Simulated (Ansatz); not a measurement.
The first iterations of a band of C5H7F (13 atoms, charge 0, multiplicity 1).

These are results of Ansatz 0.2.0, RKS B3LYP-D4/6-31G, not measurements.

```json
{
  "movable images": "7",
  "climbing image": "from the first iteration",
  "spring": "5.0 eV/Å²",
  "optimiser": "fire",
  "start path": "IDPP",
  "force threshold": "0.05 eV/Å",
  "iteration limit": "32",
  "end points": "relaxed"
}
```

Image 0:

```xyz
13
Properties=species:S:1:pos:R:3
C 1.482 0.344 -1.349
C 0.314 0.777 -0.841
C -0.455 0.132 0.228
C -1.617 0.644 0.672
C 0.110 -1.137 0.815
F -0.748 -1.654 1.844
H 1.984 0.886 -2.143
H 1.981 -0.555 -1.003
H -0.128 1.689 -1.238
H -2.025 1.557 0.250
H -2.178 0.161 1.461
H 1.092 -0.961 1.269
H 0.209 -1.917 0.052
```

Image 8:

```xyz
13
Properties=species:S:1:pos:R:3
C 0.331 1.009 -1.866
C 0.723 0.545 -0.670
C -0.154 -0.088 0.334
C -1.451 0.215 0.507
C 0.530 -1.125 1.191
F -0.348 -1.617 2.216
H 1.028 1.485 -2.548
H -0.697 0.921 -2.205
H 1.778 0.618 -0.400
H -1.931 0.993 -0.077
H -2.047 -0.297 1.251
H 1.412 -0.703 1.688
H 0.846 -1.989 0.594
```

| iteration | highest image above the first end (eV) | largest band force component (eV/Å) |
| --- | --- | --- |
| 1 | 0.319 | 0.795 |
| 2 | 0.300 | 0.606 |
| 3 | 0.296 | 0.394 |
| 4 | 0.292 | 0.341 |
| 5 | 0.291 | 0.326 |
| 6 | 0.289 | 0.297 |
| 7 | 0.286 | 0.255 |
| 8 | 0.284 | 0.205 |
| 9 | 0.281 | 0.169 |
| 10 | 0.280 | 0.154 |

Question: Does the band converge within its limit, and where does its top end?

Answer: It converged. It ended after 31 iterations with the highest image 0.263 eV above the first end. The order of the stationary point at the top wasn't checked. Limits of this set-up: no polarisation functions.

Time of the run: 19 min on 1 thread of Intel(R) Xeon(R) Platinum 8259CL CPU @ 2.50GHz (Skylake/Cascade Lake), with other jobs on the host, peak memory 0.24 GiB.
